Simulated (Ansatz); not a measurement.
in.yaml

```yaml
crystal:
  periodic: [false, false, false]
  atoms:
    - {symbol: Ge, position_ang: [0.000000, 0.000000, 0.413167]}
    - {symbol: Mg, position_ang: [0.000000, 0.000000, -2.081333]}
    - {symbol: H, position_ang: [0.000000, 0.000000, 1.668167]}
basis:
  gaussian: {orbitals: "6-31G*"}
magnetization: {spin_polarized: true, initial_magnetization: 3}
correlation: {method: bccd_t, electrons: outside_noble_gas}
scf: {lower_state_search: off}
```

```sh
$ ansatz run in.yaml --threads 1 --pin off --events-out ev --progress --plain --max-ram 2393MiB
```

**Question.** Roughly how long does this take on 1 thread of Arm Neoverse V1, shared host, and how much host memory?

**Answer.** 1.4 s wall and 0.12 GiB.

```
these checks for a lower state are left out or cut short: stability, starts, cluster_reference, orbital_swaps, neighbouring_geometries, increment
479 factors; integrals over basis functions are off by at most 6.3e-4 eV
mean field evaluation 1: about -61909.6545 eV, gradient 6.9e0 eV
mean field evaluation 2: about -61909.6794 eV, gradient 6.9e0 eV
mean field evaluation 4: about -61910.6938 eV, gradient 1.8e0 eV
mean field evaluation 8: about -61910.7656 eV, gradient 1.2e-1 eV
mean field -61910.76617444 eV, -2275.1786922862 hartree, gradient 3.7e-6 eV, S^2 3.776558; 0 other end points of the search recorded, 0 dependent functions left out
19 core orbitals not correlated: weight in the atoms' cores, before any rotation towards them, 0.998 or more for the frozen orbitals, at most 0.002 for the correlated occupied ones
reference -61910.76617444 eV, -2275.1786922862 hartree; 5, 2 occupied and 32, 35 virtual orbitals, 479 factors
second order -1.81414463 eV of doubles, -0.00000000 eV of singles
cycle   1  -2.18866527 eV  change   -3.7e-1 eV  update   5.8e-2
cycle   2  -2.33948026 eV  change   -1.5e-1 eV  update   2.7e-2
cycle   3  -2.34391724 eV  change   -4.4e-3 eV  update   9.9e-3
cycle   4  -2.34214328 eV  change    1.8e-3 eV  update   3.3e-3
cycle   5  -2.34219775 eV  change   -5.4e-5 eV  update   1.4e-3
cycle   6  -2.34194475 eV  change    2.5e-4 eV  update   4.2e-4
cycle   7  -2.34203173 eV  change   -8.7e-5 eV  update   1.4e-4
cycle   8  -2.34207361 eV  change   -4.2e-5 eV  update   5.2e-5
cycle   9  -2.34204462 eV  change    2.9e-5 eV  update   2.0e-5
cycle  10  -2.34204958 eV  change   -5.0e-6 eV  update   8.5e-6
perturbative correction -0.07213753 eV, -0.0026510052 hartree
Total energy: -61913.18036155 eV, -2275.2674120260 hartree
Checks for a lower state left out: stability, starts, cluster_reference, orbital_swaps, neighbouring_geometries, increment
```
